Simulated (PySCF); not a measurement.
**AlCl + HCl → AlH + Cl₂**

Level: PBE0 in the def2-TZVPD basis family, all electrons, no relativity, computed in PySCF with density fitting; open shells unrestricted.

| species | state and structure | ZPE (kJ/mol) | H(298 K) − H(0) (kJ/mol) | S° (J/(mol K)) |
| --- | --- | --- | --- | --- |
| AlCl | singlet, C∞v, Al–Cl 2.147 Å | 2.8 | 9.3 | 227.9 |
| HCl | singlet, C∞v, H–Cl 1.279 Å | 17.9 | 8.7 | 186.6 |
| AlH | singlet, C∞v, Al–H 1.665 Å | 9.9 | 8.7 | 187.8 |
| Cl₂ | singlet, D∞h, Cl–Cl 1.980 Å | 3.5 | 9.1 | 222.4 |

(1) Is the gas-phase reaction uphill or downhill in electronic energy at this level, and by how much?

(2) Add zero-point, thermal and entropy terms for 298.15 K and 1 bar.

Answers

(1) At PBE0/def2-TZVPD, ΔE = 397.8 kJ/mol, uphill. 

(2) ΔZPE = -7.3 and Δ[H(298) − H(0)] = -0.2 kJ/mol give ΔH° = 390.3 kJ/mol. ΔS° = -4.3 J/(mol K), so ΔG° = 390.3 − 298.15 × (-0.0043) = 392 kJ/mol.

The structures come from searches over a few start shapes, so lower isomers are not excluded.
